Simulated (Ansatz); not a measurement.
**NH₃S (triplet): from Hartree-Fock to the top rungs at distance N1–H4 along a hydrogen transfer = 1.012 Å, cc-pVDZ**

Aim: climb from Hartree-Fock through coupled cluster and multireference methods for NH₃S (triplet) at one geometry and basis, and see what each rung misses.

Method: cc-pVDZ, core rule «outside noble gas», up to 6 orbitals frozen; program: Ansatz 0.2.0, Gaussian basis.

The runs, in order: UHF; CCSD(T) on ROHF; CCSD(T) on UHF; BCCD(T) on ROHF; CISD; CCSDT(Q) on ROHF; CCSDT(Q) on UHF; CASSCF and MRCISD+Q, 4 electrons in 4 orbitals; CASSCF and NEVPT2, 4 electrons in 4 orbitals; CASSCF and NEVPT2, 14 electrons in 11 orbitals.

9 further runs of the same task are left out: 1 for a mislabelled method, 8 that didn't finish.

## Step 1: The geometry

The geometry derives from fragments relaxed apart (PBE0/def2-TZVP) and kept rigid, so it is no stationary point. A hydrogen atom is moved between rigid fragments.

5 atoms, charge 0, spin multiplicity 3.

Atoms are counted from 1 here; the program's logs count them from 0.

Bond lengths: N1–H2 1.012 Å, N1–H3 1.012 Å, N1–H4 1.012 Å. Angles: H2–N1–H3 107.1°, H2–N1–H4 107.1°, H3–N1–H4 107.1°.

## Step 2: UHF

in.yaml reads:

```yaml
crystal:
  periodic: [false, false, false]
  atoms:
    - {symbol: N, position_ang: [-1.979026, -0.011611, -0.018071]}
    - {symbol: H, position_ang: [-2.276306, 0.956222, -0.018071]}
    - {symbol: H, position_ang: [-2.276305, -0.413910, 0.862188]}
    - {symbol: H, position_ang: [-0.966566, -0.011611, -0.018072]}
    - {symbol: S, position_ang: [1.037974, -0.011610, -0.018072]}
basis:
  gaussian: {orbitals: cc-pVDZ}
magnetization: {spin_polarized: true, initial_magnetization: 2}
hamiltonian: {xc: hf}
output: {orbitals: {seedname: orbitals}}
```

Launch:

```
> ansatz run in.yaml --threads 1 --pin off --events-out ev --progress --plain --max-ram 2393MiB
```

After this run come: CCSD(T) on ROHF; CCSD(T) on UHF; BCCD(T) on ROHF; CISD; CCSDT(Q) on ROHF; CCSDT(Q) on UHF; CASSCF and MRCISD+Q, 4 electrons in 4 orbitals; CASSCF and NEVPT2, 4 electrons in 4 orbitals; CASSCF and NEVPT2, 14 electrons in 11 orbitals.

**Question.** What will the summary of the whole plan be? Wanted: UCCSDT(Q) below the RHF energy; RMP2 from UCCSDT(Q); UMP2 from UCCSDT(Q); RCCSD from UCCSDT(Q); RCCSD(T) from UCCSDT(Q); UCCSD(T) from UCCSDT(Q); RCCSDT(Q) from UCCSDT(Q); NEVPT2 pair from UCCSDT(Q); MRCISD+Q pair from UCCSDT(Q).

The runs gave:

| quantity | value |
| --- | --- |
| UCCSDT(Q) below the RHF energy | -8.7381 eV |
| RMP2 from UCCSDT(Q) | +25.27 kcal/mol |
| UMP2 from UCCSDT(Q) | +25.78 kcal/mol |
| RCCSD from UCCSDT(Q) | +4.26 kcal/mol |
| RCCSD(T) from UCCSDT(Q) | +0.69 kcal/mol |
| UCCSD(T) from UCCSDT(Q) | +0.67 kcal/mol |
| RCCSDT(Q) from UCCSDT(Q) | +0.01 kcal/mol |
| NEVPT2 pair from UCCSDT(Q) | +25.14 kcal/mol |
| MRCISD+Q pair from UCCSDT(Q) | +1.54 kcal/mol |
| NEVPT2 valence from UCCSDT(Q) | +33.60 kcal/mol |
| levels within 1 kcal/mol (43 meV) | RCCSD(T), UCCSD(T), BCCD(T), RCCSDT, UCCSDT, RCCSDT(Q) |
| T1 diagnostic | 0.014 |
| effectively unpaired electrons | 2.01 |

**Reading.** RCCSD(T) lands +0.69 kcal/mol from the yardstick (0.3 % of the correlation energy). One determinant dominates. Of the multireference levels listed MRCISD+Q pair comes nearest in total energy (+1.54 kcal/mol), which doesn't show that its space is the better one. These misses are within one basis, not against nature; the frozen cores of restricted and unrestricted runs differ, which can shift their rows.
